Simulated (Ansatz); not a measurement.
Basis-set series for C6H5F, SMILES `Fc1ccccc1`. Total charge 0; spin multiplicity 1. The geometry is a stationary point of PBE0-D4/def2-TZVP.

Cartesian coordinates in Å:
```
F 1.3284 -1.2272 1.9758
C 0.6641 -0.6135 0.9877
C -0.5759 -1.0964 0.6178
C -1.2567 -0.4549 -0.4062
C -0.6994 0.6461 -1.0402
C 0.5480 1.1096 -0.6479
C 1.2429 0.4802 0.3742
H -0.9896 -1.9574 1.1280
H -2.2309 -0.8210 -0.7088
H -1.2366 1.1424 -1.8392
H 0.9880 1.9692 -1.1398
H 2.2176 0.8228 0.6986
```

```json
{"functional": "PBE0-D4", "basis": "def2-SVP", "functions": "123", "energy (Eh)": "-330.88197", "HOMO (eV)": "-7.18", "LUMO (eV)": "-0.38"}
{"functional": "PBE0-D4", "basis": "def2-TZVPP", "functions": "287", "energy (Eh)": "-331.24992", "HOMO (eV)": "-7.21", "LUMO (eV)": "-0.51"}
{"functional": "ωB97M-V", "basis": "def2-SVP", "functions": "123", "energy (Eh)": "-331.11648", "HOMO (eV)": "-9.26", "LUMO (eV)": "1.72"}
{"functional": "ωB97M-V", "basis": "def2-TZVPP", "functions": "287", "energy (Eh)": "-331.49755", "HOMO (eV)": "-9.30", "LUMO (eV)": "1.52"}
```

Give the rows for def2-QZVPP. (An estimate is asked.)

Computed: 
```csv
functional,basis,functions,energy (Eh),HOMO (eV),LUMO (eV)
PBE0-D4,def2-QZVPP,549,-331.26692,-7.24,-0.55
ωB97M-V,def2-QZVPP,549,-331.51338,-9.33,1.43
```

Positive LUMOs are unbound and depend on the basis.
